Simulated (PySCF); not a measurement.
# One shape, several levels: CH7BSi (SMILES CB[SiH3])

Wanted: a comparison of 6 runs (BHLYP/6-311+G**, CAM-B3LYP/6-311+G**, PBE0/6-311+G**, SVWN5/6-311+G**, TPSS/6-311+G**, CCSD(T)/6-311+G**) of CH7BSi. 

The results are computed with PySCF 2.14.0.

2 further runs of the same task are left out: 2 set aside as unsound or not needed.

### Step 1. Starting point

CH7BSi: 10 atoms, total charge 0, spin state singlet. As SMILES, `CB[SiH3]`. The coordinates come from a PBE0-D4/def2-TZVP relaxation.

Bond lengths: C1–B2 1.550 Å, B2–Si3 2.018 Å, C1–H4 1.106 Å, C1–H5 1.092 Å, C1–H6 1.091 Å, B2–H7 1.201 Å, Si3–H8 1.491 Å, Si3–H9 1.491 Å, Si3–H10 1.494 Å. Some angles: C1–B2–Si3 124.4°, C1–B2–H7 118.6°, Si3–B2–H7 117.0°, B2–C1–H4 102.7°, B2–C1–H5 114.9°, B2–C1–H6 116.1°, B2–Si3–H8 111.7°, B2–Si3–H9 114.0°, B2–Si3–H10 107.9°, H4–C1–H5 105.3°.

### Step 2. A single-point energy at BHLYP/6-311+G(d,p) (run 1)

Contents of run.py:

```python
from pyscf import gto, dft

mol = gto.M(
    atom='''
C       -1.087900       0.975000      -0.576900
B        0.112000       0.000300      -0.689900
Si       1.014100      -0.883100       0.884800
H       -1.958400       0.307500      -0.716200
H       -1.157900       1.712200      -1.380000
H       -1.228600       1.454100       0.393400
H        0.516800      -0.288200      -1.783700
H        1.154200      -2.354100       0.685500
H        0.324900      -0.654200       2.186700
H        2.393700      -0.320800       0.999300
''',
    spin=0,
    basis='6-311+g**',
    max_memory=1860,
    verbose=3,
)

mf = dft.RKS(mol, xc='bhandhlyp')
mf.conv_tol = 1e-10
mf.grids.level = 5
mf.kernel()
if not mf.converged:
    mf = mf.newton().run(mf.mo_coeff, mf.mo_occ)

etot = mf.e_tot
print('Final energy', etot)
```

Command:

```
OMP_NUM_THREADS=1 python run.py
```

Standard output:

```text
converged SCF energy = -356.609097856628
Final energy -356.6090978566282
```

It took 23 s on 1 thread of Intel Xeon at 2.70GHz, shared host; peak memory 0.63 GiB.

### Step 3. A single-point energy at CAM-B3LYP/6-311+G(d,p) (run 2)

Contents of input.xyz:

```xyz
10
CH7BSi
C     -1.087900     0.975000    -0.576900
B      0.112000     0.000300    -0.689900
Si     1.014100    -0.883100     0.884800
H     -1.958400     0.307500    -0.716200
H     -1.157900     1.712200    -1.380000
H     -1.228600     1.454100     0.393400
H      0.516800    -0.288200    -1.783700
H      1.154200    -2.354100     0.685500
H      0.324900    -0.654200     2.186700
H      2.393700    -0.320800     0.999300
```

Contents of job.py:

```python
from pyscf import gto, dft

system = gto.Mole()
system.atom = 'input.xyz'
system.basis = '6-311+g**'
system.max_memory = 1860
system.verbose = 3
system.build()

mf = dft.RKS(system, xc='cam-b3lyp')
mf.conv_tol = 1e-10
mf.grids.level = 5
mf.kernel()
if not mf.converged:
    mf = mf.newton().run(mf.mo_coeff, mf.mo_occ)

e_final = mf.e_tot
print('E = %.10f Eh' % e_final)
```

Command:

```
OMP_NUM_THREADS=1 python job.py
```

Standard output:

```text
converged SCF energy = -356.608607704467
E = -356.6086077045 Eh
```

Wall time 40 s (1 thread of Intel Xeon at 2.70GHz, shared host); peak memory 0.62 GiB.

Run 3 isn't shown in full; the table further down has it.

### Step 4. The energy at SVWN5/6-311+G(d,p) (run 4)

Contents of job.py:

```python
from pyscf import gto, dft

molecule = gto.M(
    atom=[
    ('C', (-1.087900, 0.975000, -0.576900)),
    ('B', (0.112000, 0.000300, -0.689900)),
    ('Si', (1.014100, -0.883100, 0.884800)),
    ('H', (-1.958400, 0.307500, -0.716200)),
    ('H', (-1.157900, 1.712200, -1.380000)),
    ('H', (-1.228600, 1.454100, 0.393400)),
    ('H', (0.516800, -0.288200, -1.783700)),
    ('H', (1.154200, -2.354100, 0.685500)),
    ('H', (0.324900, -0.654200, 2.186700)),
    ('H', (2.393700, -0.320800, 0.999300)),
],
    max_memory=1860,
    basis='6-311+g**',
    verbose=3,
)

mf = dft.RKS(molecule, xc='svwn')
mf.conv_tol = 1e-10
mf.grids.level = 5
mf.kernel()
if not mf.converged:
    mf = mf.newton().run(mf.mo_coeff, mf.mo_occ)

e_final = mf.e_tot
print('E = %.10f Eh' % e_final)
```

Command:

```
OMP_NUM_THREADS=1 python job.py
```

Standard output:

```text
converged SCF energy = -354.775841726915
E = -354.7758417269 Eh
```

Wall time 13 s (1 thread of Intel Xeon at 2.70GHz, shared host); peak memory 0.45 GiB.

Run 5 isn't shown in full; the table further down has it.

### Step 5. The energy at CCSD(T)/6-311+G(d,p) (run 6)

Contents of run.py:

```python
from pyscf import gto, cc

mol = gto.M(
    atom='''
C   -1.087900   0.975000  -0.576900
B    0.112000   0.000300  -0.689900
Si   1.014100  -0.883100   0.884800
H   -1.958400   0.307500  -0.716200
H   -1.157900   1.712200  -1.380000
H   -1.228600   1.454100   0.393400
H    0.516800  -0.288200  -1.783700
H    1.154200  -2.354100   0.685500
H    0.324900  -0.654200   2.186700
H    2.393700  -0.320800   0.999300
''',
    charge=0,
    basis='6-311+g**',
    verbose=4,
    max_memory=1860,
    spin=0,
)

mf = mol.RHF()
mf.conv_tol = 1e-10
mf.kernel()
if not mf.converged:
    mf = mf.newton().run(mf.mo_coeff, mf.mo_occ)

mycc = cc.CCSD(mf, frozen=7)
mycc.kernel()
e_t = mycc.ccsd_t()
e_final = mycc.e_tot + e_t
print('Final energy', e_final)
```

Command:

```
OMP_NUM_THREADS=1 python run.py
```

Standard output:

```text
PySCF version 2.14.0

[... 64 lines left out ...]
converged SCF energy = -355.554914713763
[... 12 lines left out ...]
Init t2, MP2 energy = -355.905241237513  E_corr(MP2) -0.350326523749792
[... 11 lines left out ...]
CCSD converged
[... 2 lines left out ...]
Final energy -355.9714202019302
```

Run time: 42 s. Hardware: 1 thread of Intel Xeon at 2.70GHz, shared host; peak memory 0.95 GiB.

### Step 6. Overview of the runs

```tsv
run	level	integration grid	frozen core orbitals	energy (Eh)	dipole moment (D) of the reference	HOMO energy (eV)	LUMO energy (eV)	wall time
1	BHLYP/6-311+G**	5	–	-356.609098	1.16	-9.09	-0.74	23 s
2	CAM-B3LYP/6-311+G**	5	–	-356.608608	1.17	-9.30	-0.67	40 s
3	PBE0/6-311+G**	5	–	-356.432612	1.20	-7.93	-1.80	24 s
4	SVWN5/6-311+G**	5	–	-354.775842	1.22	-6.77	-3.00	13 s
5	TPSS/6-311+G**	5	–	-356.697247	1.19	-6.88	-2.57	44 s
6	CCSD(T)/6-311+G**	–	7	-355.971420	1.14	-10.85	1.32	42 s
```

### Step 7. Outcome

| quantity | value |
| --- | --- |
| run 6: total energy | -355.97142 Eh |
| run 6: dipole moment (Hartree–Fock density) | 1.14 D |
| run 6: HOMO energy (Hartree–Fock orbitals) | -10.85 eV |
| run 6: LUMO energy (Hartree–Fock orbitals) | 1.32 eV |
| run 6: HOMO–LUMO gap (Hartree–Fock orbitals) | 12.17 eV |
| run 6: correlation energy (7 core orbitals frozen) | -416.5 mEh |
| run 6: (T) correction | -11.51 mEh |
| run 6: T1 diagnostic | 0.011 |

What this shows: Over runs 1, 2, 3, 4, 5 the dipole moment (its size) runs from 1.16 D (BHLYP/6-311+G**) to 1.22 D (SVWN5/6-311+G**). Over runs 1, 2, 3, 4, 5 the HOMO–LUMO gap runs from 3.77 eV (SVWN5/6-311+G**) to 8.63 eV (CAM-B3LYP/6-311+G**). Totals of different functionals can't be ranked against each other. All runs together took 3.1 min, the longest 44 s.
